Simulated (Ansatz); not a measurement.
```yaml
crystal:
  periodic: [false, false, false]
  atoms:
    - {symbol: C, position_ang: [-1.893077, -0.040611, -0.000889]}
    - {symbol: Si, position_ang: [-0.160260, 0.107305, 0.000865]}
    - {symbol: Si, position_ang: [2.053337, -0.066694, 0.000024]}
basis:
  gaussian: {orbitals: def2-TZVP}
magnetization: {spin_polarized: true, initial_magnetization: 2}
hamiltonian: {xc: pbe0}
relax: {f_tol: 0.004, max_steps: 80}
```

```sh
$ ansatz run in.yaml --threads 1 --pin off --events-out ev --progress --plain --max-ram 2176MiB
```

Steps of the relaxation (energy above the last step; positions in Å, forces in eV/Å):

```
3
step 1, 2684.2 meV
C    -1.893   -0.041   -0.001    0.927    0.036    0.001
Si   -0.160    0.107    0.001   -0.771   -0.014    0.000
Si    2.053   -0.067    0.000   -0.156   -0.022    0.000
```

```
3
step 2, 2668.8 meV
C    -1.876   -0.053   -0.001    0.538    0.020    0.000
Si   -0.163    0.129    0.001   -0.543    0.010    0.000
Si    2.039   -0.076    0.000    0.006   -0.030    0.000
```

```
3
step 3, 2658.8 meV
C    -1.854   -0.077   -0.001   -0.022   -0.034    0.000
Si   -0.172    0.172    0.001   -0.058    0.067    0.001
Si    2.026   -0.094    0.000    0.080   -0.033    0.000
```

```
3
step 4, 2654.6 meV
C    -1.844   -0.102   -0.001   -0.040   -0.047    0.000
Si   -0.176    0.216    0.002    0.035    0.078    0.001
Si    2.021   -0.114    0.000    0.005   -0.031    0.000
```

```
3
step 10, 2608.5 meV
C    -1.726   -0.280   -0.003    0.807    0.302    0.003
Si   -0.195    0.529    0.004   -0.579   -0.296   -0.003
Si    1.921   -0.248   -0.002   -0.227   -0.006    0.000
```

```
3
step 13, 1959.3 meV
C    -1.217   -0.495   -0.005    2.096   -0.616   -0.005
Si   -0.283    0.951    0.008   -0.877    1.676    0.014
Si    1.500   -0.456   -0.003   -1.219   -1.060   -0.009
```

```
3
step 17, 20.7 meV
C    -0.672   -0.583   -0.005   -0.771   -0.636   -0.006
Si   -0.397    1.171    0.010    0.202    0.516    0.004
Si    1.069   -0.588   -0.005    0.570    0.120    0.001
```

```
3
step 23, 0.0 meV
C    -0.687   -0.611   -0.005    0.000    0.000    0.000
Si   -0.383    1.188    0.010    0.000    0.000    0.000
Si    1.070   -0.577   -0.005    0.000    0.000    0.000
```

Close pairs at the end: C1–Si3 1.757 Å, C1–Si2 1.825 Å, Si2–Si3 2.287 Å.

A stationary point of unrestricted PBE0 after 23 steps, with ⟨S²⟩ = 2.015 against 2.00 for a pure state; no frequencies were run, so it isn't proven a minimum. 3.8 min on 1 thread of Intel Xeon 6975P-C, shared host.
